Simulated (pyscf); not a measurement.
# Routes from H₃C–BH–F + H₂

Candidate steps break at most two bonds and form at most two. Each was searched with GFN2-xTB (tblite) first. PySCF, gas phase, ωB97X-D3(BJ)/def2-SVP geometries. Energies: ωB97M-D3(BJ)/def2-TZVP, kcal/mol, from the separated reactants, singlet surface; ΔG‡ with ideal gas, 1 atm, RRHO with modes under 100 cm⁻¹ raised to 100, one conformer, R ln 2 for chiral ones without a mode under 150 cm⁻¹.

```csv
products,type,ΔE‡,ΔE,ΔG‡ 298 K,ΔG‡ 900 K,ν‡ (cm⁻¹)
H₂B–F + CH₄,four-centre exchange,32.4,-2.3,44.2,63.7,1248i
H₂B–CH₃ + HF,four-centre exchange,42.8,+33.9,53.4,72.4,1127i
```

Plain bond fissions and candidates not yet searched are not listed, and one of them may be faster. Each barrier is that of the saddle found; lower ones may exist.
